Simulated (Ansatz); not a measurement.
# C₄H₄O₂: how energies converge with the basis set

How large a basis does C₄H₄O₂ need? Two functionals are run in growing sets.

Program: Ansatz 0.2.0, Gaussian basis. Level of theory: one geometry, several basis sets. These are calculated values, not measurements.

Plan: PBE0-D4/def2-SVP; ωB97M-V/def2-SVP; PBE0-D4/def2-QZVPP; ωB97M-V/def2-QZVPP; the functionals' def2-TZVPP values are taken from earlier runs.

### Step 1. The geometry

All runs share one geometry, relaxed beforehand with PBE0-D4 in a triple-zeta def2 set.

SMILES `Oc1ccco1`, 10 atoms, charge 0, spin multiplicity 1.

Atoms are counted from 1 here; the program's logs count them from 0.

Bond lengths: O1–C2 1.336 Å, O1–H7 0.961 Å, C2–C3 1.357 Å, C2–O6 1.334 Å, C3–C4 1.432 Å, C3–H8 1.078 Å, C4–C5 1.348 Å, C4–H9 1.078 Å, C5–O6 1.368 Å, C5–H10 1.076 Å. Angles: C2–O1–H7 108.6°, O1–C2–C3 134.7°, O1–C2–O6 113.5°, C3–C2–O6 111.8°, C2–C3–C4 104.9°, C2–C3–H8 127.1°, C4–C3–H8 128.0°, C3–C4–C5 106.7°, C3–C4–H9 127.0°, C5–C4–H9 126.3°, C4–C5–O6 110.0°, C4–C5–H10 134.3°, O6–C5–H10 115.7°, C2–O6–C5 106.7°.

### Step 2. PBE0-D4 in def2-SVP

Input file in.yaml:

```yaml
crystal:
  periodic: [false, false, false]
  atoms:
    - {symbol: O, position_ang: [0.124705, -0.992496, -2.009464]}
    - {symbol: C, position_ang: [0.058299, -0.373269, -0.827311]}
    - {symbol: C, position_ang: [-0.066888, -0.784316, 0.460134]}
    - {symbol: C, position_ang: [-0.070652, 0.421843, 1.231736]}
    - {symbol: C, position_ang: [0.050711, 1.441472, 0.357721]}
    - {symbol: O, position_ang: [0.130933, 0.955820, -0.918446]}
    - {symbol: H, position_ang: [0.059714, -1.939810, -1.863338]}
    - {symbol: H, position_ang: [-0.145256, -1.799132, 0.814555]}
    - {symbol: H, position_ang: [-0.153870, 0.506830, 2.303480]}
    - {symbol: H, position_ang: [0.095604, 2.511958, 0.453831]}
basis:
  gaussian: {orbitals: def2-SVP}
hamiltonian: {xc: pbe0, dispersion: d4}
output: {orbitals: {seedname: orbitals}}
```

The run is started by

```console
$ ansatz run in.yaml --threads 4 --pin off --events-out ev --progress --plain --max-ram 10444MiB
```

The runs that follow: ωB97M-V in def2-SVP; PBE0-D4 in def2-QZVPP; ωB97M-V in def2-QZVPP.

Q: Predict the results of all the runs planned. Wanted: PBE0-D4: double and triple zeta above quadruple; ωB97M-V: double and triple zeta above quadruple.

**Answer**, as computed:

| quantity | value |
| --- | --- |
| PBE0-D4: double and triple zeta above quadruple | 9.83, 0.44 eV |
| ωB97M-V: double and triple zeta above quadruple | 10.09, 0.42 eV |

In words: For PBE0-D4 the step from double to triple zeta gains 9.39 eV and the next only 0.44 eV. Total energies overstate the basis error of differences, where much of it tends to cancel. The LUMO of ωB97M-V is positive and keeps falling with the basis (3.11 to 1.46 eV): an unbound level that the basis holds in place.
